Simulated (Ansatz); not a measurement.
A nudged elastic band was laid between two geometries of CH$_{4}$BS (7 atoms, charge 0, multiplicity 2).

Theory: Ansatz, UKS LDA/def2-SVP.

```
movable images  : 9
climbing image  : yes
spring          : 5.0 eV/Å²
optimiser       : quadratic models (default)
start path      : IDPP
force threshold : 0.05 eV/Å
iteration limit : 60
end points      : relaxed
```

Image 0:

```xyz
7
Properties=species:S:1:pos:R:3
B -0.983 0.308 -0.650
C 0.132 0.133 0.343
S 1.343 -1.018 0.008
H -1.865 1.124 -0.438
H -0.999 -0.372 -1.667
H 0.235 0.697 1.288
H 2.138 -0.871 1.116
```

Image 10:

```xyz
7
Properties=species:S:1:pos:R:3
B -0.806 0.274 -0.500
C 0.176 0.298 0.636
S 1.558 -0.690 0.732
H -1.777 1.011 -0.505
H -0.608 -0.506 -1.427
H 0.098 0.959 1.521
H 1.359 -1.346 -0.458
```

Task: What changes between the two ends?

Result: No bond is made or broken. The dihedral B1–C2–S3–H7 goes from -180 to 0°.

Task: What energy profile does the band end with?

Result: The run converged. The highest image is number 5 of 0 to 10, 0.88 eV above the first end and 0.96 eV above the last; the last end lies 0.08 eV below the first. A vibrational analysis at the climbing image gives one clearly imaginary mode, 1198i cm⁻¹: a first-order saddle point.

```json
{"image": "0", "path coordinate (Å)": "0.00", "energy (eV)": "0.00", "dihedral B1–C2–S3–H7 (°)": "-180"}
{"image": "1", "path coordinate (Å)": "0.30", "energy (eV)": "0.05", "dihedral B1–C2–S3–H7 (°)": "-164"}
{"image": "2", "path coordinate (Å)": "0.60", "energy (eV)": "0.18", "dihedral B1–C2–S3–H7 (°)": "-147"}
{"image": "3", "path coordinate (Å)": "0.91", "energy (eV)": "0.40", "dihedral B1–C2–S3–H7 (°)": "-130"}
{"image": "4", "path coordinate (Å)": "1.21", "energy (eV)": "0.67", "dihedral B1–C2–S3–H7 (°)": "-113"}
{"image": "5", "path coordinate (Å)": "1.51", "energy (eV)": "0.88", "dihedral B1–C2–S3–H7 (°)": "-98"}
{"image": "6", "path coordinate (Å)": "1.82", "energy (eV)": "0.67", "dihedral B1–C2–S3–H7 (°)": "-79"}
{"image": "7", "path coordinate (Å)": "2.13", "energy (eV)": "0.37", "dihedral B1–C2–S3–H7 (°)": "-58"}
{"image": "8", "path coordinate (Å)": "2.44", "energy (eV)": "0.11", "dihedral B1–C2–S3–H7 (°)": "-34"}
{"image": "9", "path coordinate (Å)": "2.75", "energy (eV)": "-0.04", "dihedral B1–C2–S3–H7 (°)": "-12"}
{"image": "10", "path coordinate (Å)": "3.06", "energy (eV)": "-0.08", "dihedral B1–C2–S3–H7 (°)": "0"}
```

Task: What is the geometry of the highest image?

Result: 
```xyz
7
Properties=species:S:1:pos:R:3
B -1.059 0.062 -0.372
C 0.257 0.420 0.275
S 1.780 -0.248 -0.313
H -1.969 0.880 -0.411
H -1.228 -1.045 -0.864
H 0.351 1.189 1.073
H 1.867 -1.258 0.612
```

Task: What are the harmonic wavenumbers there?

Result: 1198i, 201, 320, 498, 676, 716, 848, 893, 1024, 1104, 1235, 2475, 2528, 2564, 3038 cm⁻¹.

Run time: 5 min on 1 thread of Arm Neoverse N1, on a shared host, peak memory 0.13 GiB.
